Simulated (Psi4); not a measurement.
**C2HClF2 (SMILES FC(F)=CCl): HF/cc-pCVDZ (sweep point 2)**

What is the energy change on altering one bond length of C2HClF2 at HF/cc-pCVDZ (sweep point 2)? 

The calculation is run with Psi4 1.11.

### Step 1. Starting point

C2HClF2 has 6 atoms, charge 0, and is taken as a singlet. SMILES: `FC(F)=CCl`. The shape is that of a PBE0-D4/def2-TZVP optimisation.

Bond lengths: F1–C2 1.312 Å, C2–F3 1.305 Å, C2–C4 1.321 Å, C4–Cl5 1.706 Å, C4–H6 1.079 Å. Angles: F1–C2–F3 111.1°, F1–C2–C4 123.1°, F3–C2–C4 125.8°, C2–C4–Cl5 122.3°, C2–C4–H6 120.1°, Cl5–C4–H6 117.5°.

### Step 2. The energy at HF/cc-pCVDZ (sweep point 2)

calc.py reads:

```python
import psi4

psi4.set_memory(1600000000)
psi4.set_num_threads(1)
psi4.set_output_file('run.log', False)

geom = psi4.geometry("""
0 1
F      1.70266214    -1.53139626     2.53608805
C      0.50578520    -1.06240403     0.41643895
F      0.36379118    -3.08520467    -0.98781654
C     -0.41264060     1.18442364    -0.16355580
Cl    -1.96344434     1.75069897    -2.93304392
H     -0.19615357     2.74388233     1.13188926
units bohr
symmetry c1
""")

psi4.set_options({
    'basis': 'cc-pCVDZ',
    'puream': True,
    'scf_type': 'pk',
})

energy_value = psi4.energy("scf")
print('E =', round(energy_value, 9))
```

Started as:

```
$ python calc.py
```

run.log:

```text
[...]
  Running in c1 symmetry.
[...]
  Nuclear repulsion =  213.574873855641869
[...]
  Multiplicity = 1
[...]
  Nalpha       = 24
  Nbeta        = 24
[...]
    Number of basis functions: 104
[...]
   @RHF iter   1:  -734.60580790055678   -3.31377e-01   3.84440e-03 ADIIS/DIIS
[...]
   @RHF iter   8:  -734.67050929734989   -1.13263e-07   9.26901e-07 DIIS
[...]
    Orbital Energies [Eh]
    ---------------------
    Doubly Occupied:
       1A   -104.855751     2A    -26.365945     3A    -26.365315
       4A    -11.447982     5A    -11.314567     6A    -10.581242
       7A     -8.048663     8A     -8.045601     9A     -8.045470
      10A     -1.728248    11A     -1.662058    12A     -1.185227
      13A     -1.043839    14A     -0.893566    15A     -0.821822
      16A     -0.780798    17A     -0.762169    18A     -0.703419
      19A     -0.682712    20A     -0.664393    21A     -0.599945
      22A     -0.527638    23A     -0.470685    24A     -0.377747
[...]
  @RHF Final Energy:  -734.67050929734989
   => Energetics <=
    Nuclear Repulsion Energy =            213.5748738556418687
    One-Electron Energy =               -1440.5410397826901772
    Two-Electron Energy =                 492.2956566296982714
    Total Energy =                       -734.6705092973500086
[...]
 Multipole Moments:
 ------------------------------------------------------------------------------------
     Multipole            Electronic (a.u.)      Nuclear  (a.u.)        Total (a.u.)
 ------------------------------------------------------------------------------------
 L = 1.  Multiply by 2.5417464519 to convert [e a0] to [Debye]
 Dipole X            :          0.5389833           -0.4645792            0.0744040
 Dipole Y            :         -2.2780356            2.5935583            0.3155227
 Dipole Z            :         -0.1918123            0.5147756            0.3229632
 Magnitude           :                                                    0.4575978
[...]
```

The script printed:

```text
E = -734.670509297
```

Run time: 7.8 s. Hardware: 1 thread of Intel Xeon at 2.70GHz, shared host; peak memory 0.49 GiB.

### Step 3. The distorted shape, same level

run.py reads:

```python
import psi4

psi4.set_memory('1600 MB')
psi4.set_num_threads(1)
psi4.set_output_file('run.log', False)

mol = psi4.geometry("""
0 1
F      2.94325978    -1.98439951     4.75159729
C      1.74638284    -1.51540728     2.63194819
F      1.60438882    -3.53820792     1.22769270
C      0.82795705     0.73142039     2.05195344
Cl    -1.96344434     1.75069897    -2.93304392
H      1.04444407     2.29087908     3.34739850
units au
symmetry c1
""")

psi4.set_options({
    'reference': 'rhf',
    'puream': True,
    'scf_type': 'pk',
})

e = psi4.energy("scf/cc-pCVDZ", molecule=mol)
print(f'total energy {e:.8f} hartree = {e * 27.211386:.5f} eV')
```

Started as:

```
$ python run.py
```

run.log:

```text
[...]
  Running in c1 symmetry.
[...]
  Nuclear repulsion =  179.620000847732541
[...]
  Multiplicity = 1
[...]
  Nalpha       = 24
  Nbeta        = 24
[...]
    Number of basis functions: 104
[...]
   @RHF iter   1:  -734.35296907554255   -8.47437e-01   4.60912e-03 DIIS/ADIIS
[...]
   @RHF iter   9:  -734.47820373055026   -2.04630e-07   9.80713e-07 DIIS
[...]
    Orbital Energies [Eh]
    ---------------------
    Doubly Occupied:
       1A   -104.822054     2A    -26.417566     3A    -26.401890
       4A    -11.512396     5A    -11.403835     6A    -10.540993
       7A     -8.007564     8A     -8.005142     9A     -8.005126
      10A     -1.770891    11A     -1.702914    12A     -1.137515
      13A     -1.011159    14A     -0.939141    15A     -0.860602
      16A     -0.821131    17A     -0.794918    18A     -0.741388
      19A     -0.722355    20A     -0.699309    21A     -0.468994
      22A     -0.427273    23A     -0.426293    24A     -0.391728
[...]
  @RHF Final Energy:  -734.47820373055026
   => Energetics <=
    Nuclear Repulsion Energy =            179.6200008477325412
    One-Electron Energy =               -1372.1316957332005586
    Two-Electron Energy =                 458.0334911549176695
    Total Energy =                       -734.4782037305502627
[...]
 Multipole Moments:
 ------------------------------------------------------------------------------------
     Multipole            Electronic (a.u.)      Nuclear  (a.u.)        Total (a.u.)
 ------------------------------------------------------------------------------------
 L = 1.  Multiply by 2.5417464519 to convert [e a0] to [Debye]
 Dipole X            :          1.1814277           -0.3005266            0.8809012
 Dipole Y            :         -2.6900577            2.5336546           -0.1564031
 Dipole Z            :          0.8570913            0.8077474            1.6648388
 Magnitude           :                                                    1.8900098
[...]
```

Standard output:

```text
total energy -734.47820373 hartree = -19986.16991 eV
```

Wall time 6.6 s (1 thread of Intel Xeon at 2.70GHz, shared host); peak memory 0.49 GiB.

### Step 4. Summary of results

Level: HF/cc-pCVDZ (sweep point 2).

```
                                                          quantity          value
                                         first shape: total energy  -734.67051 Eh
                                        first shape: dipole moment         1.16 D
                                          first shape: HOMO energy      -10.28 eV
                                          first shape: LUMO energy        4.56 eV
                                        first shape: HOMO–LUMO gap       14.84 eV
                                     distorted shape: total energy  -734.47820 Eh
                                    distorted shape: dipole moment         4.80 D
                                      distorted shape: HOMO energy      -10.66 eV
                                      distorted shape: LUMO energy       -2.79 eV
                                    distorted shape: HOMO–LUMO gap        7.87 eV
energy change with the C4–Cl5 bond stretched from 1.706 to 3.071 Å       5.233 eV
```

**Reading.** One bond (distorted shape) is far stretched, which a spin-restricted single reference describes badly; a broken-symmetry solution may lie lower. With the C4–Cl5 bond stretched from 1.706 to 3.071 Å the energy rises by 5.23 eV (505 kJ/mol). The first shape isn't relaxed at this level, so the change isn't measured from a minimum. A restricted reference can't describe the breaking bond well at this length.
